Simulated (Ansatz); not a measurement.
Compare A (`ClC1CCO1`) with its isomer B (`OC/C=C/Cl`).

Calculated with Ansatz (gas phase, PBE0-D4/def2-TZVP geometries, no zero-point term in ΔE). CCSD(T)/CBS is the MP2 limit (def2-TZVPP, def2-QZVPP) plus CCSD(T) − MP2 in def2-TZVPP, frozen cores. DFT in def2-TZVPP. B3LYP here is the variant with VWN-RPA as its local correlation; programs differ in this. Each species was taken in one conformer, which may not be the lowest.

A:

Z-matrix (Å, degrees):
```
C
C 1 1.524
Cl 1 1.802 2 113.8
O 1 1.398 2 92.6 3 -116.2
H 1 1.089 2 119.9 3 125.1
C 2 1.530 1 83.9 3 109.2
H 2 1.090 1 113.1 3 -136.9
H 2 1.087 1 115.8 3 -8.2
H 6 1.093 2 115.4 1 -107.3
H 6 1.091 2 116.8 1 121.1
```

B:

```xyz
10

O    -1.9191    0.4989    0.3917
C    -0.5771    0.3496    0.8092
C     0.3739    0.3630   -0.3410
C     1.1818   -0.6529   -0.5990
Cl    2.2866   -0.6841   -1.9159
H    -2.1117   -0.1992   -0.2402
H    -0.3814    1.2004    1.4679
H    -0.4376   -0.5641    1.4026
H     0.3674    1.2378   -0.9843
H     1.2173   -1.5493    0.0090
```

Q: Which isomer does CCSD(T)/CBS put lower? Give the gap. (Best estimate.)

A: The calculation gave: B, by 5.2 kcal/mol.

Q: Give E(B) − E(A) in kcal/mol with CCSD/def2-TZVPP, MP2/def2-TZVPP, r2SCAN-D4, HF/def2-TZVPP, ωB97M-V, B3LYP, PBE-D4. (An estimate is asked.)

A: The calculation gave: CCSD/def2-TZVPP -4.5, MP2/def2-TZVPP -4.2, r2SCAN-D4 -3.9, HF/def2-TZVPP -6.4, ωB97M-V -3.1, B3LYP -6.9, PBE-D4 -3.3. None reverses the order clearly.

Largest T1 diagnostic: 0.011.

In def2-TZVPP, CCSD(T) changes the Hartree–Fock value by +2.0 kcal/mol (the triples alone add −0.0 kcal/mol) and MP2 by +2.3 kcal/mol. From PBE to PBE0 (25 % exact exchange), in def2-TZVPP and without D4, E(B) − E(A) moves by +1.2 kcal/mol.
